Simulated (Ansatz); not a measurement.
Two shapes of singlet H₂ClO(-).

Shape 1:

```xyz
4

O    -0.0489   -0.3515   -1.9079
H    -0.0296   -0.4641   -0.9441
Cl    0.0245    0.1938    1.0729
H     0.0317    0.5844   -1.9551
```

Shape 2:

```xyz
4

O     0.0000   -0.3706   -2.0672
H     0.0000   -0.4664   -0.9936
Cl    0.0000    0.1624    1.1545
H     0.0000    0.6696   -2.0953
```

Basis set: 6-31G* (spherical functions). Correlated methods keep 6 orbitals frozen. Charge -1, multiplicity 1.

Computed with Ansatz (development build ahead of 0.2.0); each method stands on the lowest determinant of its kind that the runs found.

Task: Which shape is lower in energy, and by how much in each method?

Result:

```csv
method,E(2) − E(1) (eV)
RHF,0.420
RHF-MP2,0.198
```

Shape 1 is lower. Caution: no diffuse functions for an anion.
